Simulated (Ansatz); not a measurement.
**ZrB2 (P6/mmm)**

Computed with DFT r2SCAN, scalar-relativistic, plane waves, PAW in Ansatz 0.2.0.

Cutoff 500 eV; k points 18×18×12 on the computed 3-atom cell (Γ-centred); Gaussian smearing, width 0.10 eV; no spin polarisation.

The structure is relaxed at this level of theory with its symmetry kept. Whether it is the stable form of this composition wasn't checked.

```cif
data_structure
_symmetry_space_group_name_H-M 'P6/mmm'
_symmetry_Int_Tables_number 191
_cell_length_a 3.1674
_cell_length_b 3.1674
_cell_length_c 3.5512
_cell_angle_alpha 90.000
_cell_angle_beta 90.000
_cell_angle_gamma 120.000
_cell_volume 30.85
loop_
_atom_site_label
_atom_site_type_symbol
_atom_site_symmetry_multiplicity
_atom_site_Wyckoff_symbol
_atom_site_fract_x
_atom_site_fract_y
_atom_site_fract_z
_atom_site_occupancy
Zr1 Zr 1 a 0.00000 0.00000 0.00000 1
B1 B 2 d 0.33333 0.66667 0.50000 1
```

```
Space group                                                       : P6/mmm (No. 191)
Volume per atom                                                   : 10.28 Å³
Formation energy from the elements' standard states (uncorrected) : -1.068 eV/atom
Generalised Kohn–Sham band gap                                    : none (metal)
Density of states at the Fermi level                              : 0.27 states/eV per cell
Löwdin character within 0.5 eV of the Fermi level                 : Zr 4d 72 %, B 2p 25 %
Bulk modulus                                                      : 242 GPa
Its pressure derivative                                           : 3.9
Bader charges (e)                                                 : Zr (1 in the cell) 1.64, B (2 in the cell) -0.82
```

Cost: 6 runs of about 4.9 core-minutes in all, on Arm Neoverse V2 (shared hosts).